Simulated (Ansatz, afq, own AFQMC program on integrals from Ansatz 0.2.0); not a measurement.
## BNH$_{2}$, singlet in cc-pVDZ, levels against CCSDT(Q)

```yaml
atoms:
  - { symbol: B, position_ang: [0.0000, 0.0000, 0.8600] }
  - { symbol: N, position_ang: [0.0000, 0.0000, -0.5115] }
  - { symbol: H, position_ang: [0.0000, 0.8509, -1.0580] }
  - { symbol: H, position_ang: [0.0000, -0.8509, -1.0580] }
```

Connectivity, by distances: B–NH2.

Basis cc-pVDZ. Noble-gas cores (and the filled d shells of Ga–Kr and In–Xe) are frozen. AFQMC by an in-house program on the Cholesky factors that Ansatz 0.2.0 writes for its CCSD(T) run. ph-AFQMC/CISD is guided by a CISD state made of CCSD amplitudes; releasing the constraint for a short imaginary time cuts its bias at the price of noise, slowly where states lie close. Uncertainties: one standard error, sampling alone.

Determinant: UHF, the one that the program's search chose, which needn't be the lowest solution. The geometry is a point of a scan.

No full CI on the walks' own integrals is used here; CCSDT(Q) serves as the reference and is uncertain by about the last step of the cluster series.

Cautions: an unrestricted solution with more broken spin lies lower (52 meV, ⟨S²⟩ 0.27), while this determinant keeps restricted orbitals; the released energies are still falling, so no released level is given (meV from the phaseless value at times in 1/Eh: -6 ± 13 at 0.24, -2 ± 11 at 0.51, 3 ± 13 at 0.99, -21 ± 14 at 1.62, -33 ± 16 at 2.40), though the last usable value meets CCSDT(Q) within the noise; the ph-AFQMC/CISD walk drifts between its halves (2.0 errors).

The T1 diagnostic is 0.0147, the weight of the determinant in the CISD state is 0.882 and the ⟨S²⟩ of the determinant is 0.000. The size of the correlated space is 10 electrons in 36 orbitals.

| level | correlation energy (eV) |
| --- | --- |
| MP2 | -6.3089 |
| CCSD | -7.0514 |
| CCSD(T) | -7.2520 |

Task: Estimate where phaseless AFQMC with the Hartree–Fock trial lies against CCSD(T) on the same integrals.

Result: 3.0 ± 6.2 kJ/mol above CCSD(T). The gap is under twice the noise, so this walk alone can't tell the two apart.

Reference: CCSDT(Q), correlation energy -7.287 eV.

| level | E − E(reference) (kJ/mol) | share of correlation (%) |
| --- | --- | --- |
| CCSD(T) | 3.3 | 99.52 |
| CCSDT | 1.6 | 99.77 |
| ph-AFQMC/HF | 6.3 ± 6.2 | 99.10 |
| ph-AFQMC/CISD | 2.0 ± 1.1 | 99.72 |

A walk keeps the symmetry of its determinant, which the program's search chose and which needn't be the lowest solution, so a lower state of the same spin and another symmetry isn't excluded.
